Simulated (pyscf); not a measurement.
`[SiH3][GeH3]` → `[SiH4]` + `[GeH2]` [singlet] (1,1-elimination; singlet surface; Ge–Si, Ge–H broken, H–Si formed). Single points on ωB97X-D3(BJ)/def2-SVP structures (PySCF, gas phase). Correlated levels are frozen-core, on RHF or UHF. ΔMP2 is the change of the MP2 total energy from the triple- to the quadruple-zeta basis. Energies in kJ/mol from the reactant's lowest minimum found.

```
level                             barrier  reaction energy
--------------------------------  -------  ---------------
PBE0-D3(BJ)/def2-TZVP               158.0           +199.5
ωB97M-D3(BJ)/def2-TZVP              161.4           +170.4
HF/def2-TZVP                          ___           +150.3
MP2/def2-QZVPP                      165.6           +199.6
CCSD/def2-TZVPP                     176.1           +183.1
CCSD(T)/def2-TZVPP                  170.0           +188.3
CCSD(T)/def2-TZVPP + ΔMP2(QZVPP)      ___              ___
```

### Question
Fill in the missing entries.

### Answer

- HF/def2-TZVP, barrier: 207.2
- CCSD(T)/def2-TZVPP + ΔMP2(QZVPP), barrier: 164.3
- CCSD(T)/def2-TZVPP + ΔMP2(QZVPP), reaction energy: +187.1

On the product side the descent ends in an adduct with a Ge–Si contact, 46.6 kJ/mol under the separated species and 15.2 kJ/mol under the saddle at ωB97X-D3(BJ)/def2-TZVP. At PBE0-D3(BJ), ωB97M-D3(BJ), MP2, CCSD, CCSD(T), CCSD(T) the saddle lies under the separated products, which points to a path from their complex (located at ωB97X-D3(BJ) alone), and parting the products costs more than the saddle. What is counted as broken (Ge–Si) persists as a longer contact in the product adduct; parting that adduct is a step of its own. At ωB97X-D3(BJ) the barrier from the zero used here is 174.5 kJ/mol. This is the saddle that the search found; another between the same sides may lie lower. The CCSD(T) − MP2 part came from Ansatz, without density fitting, on the same reference. The frozen core leaves the outer d or s,p core shells of the metals and heavy elements correlated in the MP2 and CC values, and def2-TZVPP describes them poorly, which can shift differences by a few kcal/mol. Elements up to Kr have no core potential and no relativistic terms here.
